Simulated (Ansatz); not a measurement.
SiH2Me(SiH3) (CH8Si2), relaxed as a singlet with RKS PBE-D4/def2-SVP in Ansatz, starting from the GFN2-xTB geometry. Force threshold 0.02 eV/Å.

Start:

```tsv
atom	x (Å)	y (Å)	z (Å)
C1	0.303	0.383	-1.655
Si2	0.266	-0.809	-0.174
Si3	-0.498	0.262	1.724
H4	1.626	-1.347	-0.012
H5	-0.570	-1.955	-0.562
H6	0.704	-0.096	-2.544
H7	0.919	1.254	-1.446
H8	-0.695	0.739	-1.898
H9	0.385	1.350	2.158
H10	-0.618	-0.649	2.865
H11	-1.822	0.868	1.545
```

Q: Estimate the energy that the relaxation releases and the steps that it takes.

A: 3.3 kcal/mol, in 6 steps; 15 s on 2 threads of Arm Neoverse N1 on a shared host. No frequencies were taken in this run, so the end may be a saddle point.

Q: Does the start keep its bonding and symmetry?

A: By distances, no bond broke or formed. The bond that changes most is Si2–Si3, from 2.31 to 2.35 Å (atoms count from 1).

Q: Predict the relaxed structure.

A: 
```tsv
atom	x (Å)	y (Å)	z (Å)
C1	0.314	0.401	-1.675
Si2	0.270	-0.803	-0.210
Si3	-0.509	0.259	1.742
H4	1.649	-1.355	0.057
H5	-0.632	-1.971	-0.520
H6	0.686	-0.106	-2.587
H7	0.982	1.260	-1.459
H8	-0.699	0.797	-1.888
H9	0.403	1.398	2.122
H10	-0.573	-0.703	2.900
H11	-1.889	0.823	1.519
```
Bond lengths: 1 × C–Si 1.90 Å; 1 × Si–Si 2.35 Å; 5 × H–Si 1.51 Å; 3 × C–H 1.11 Å.
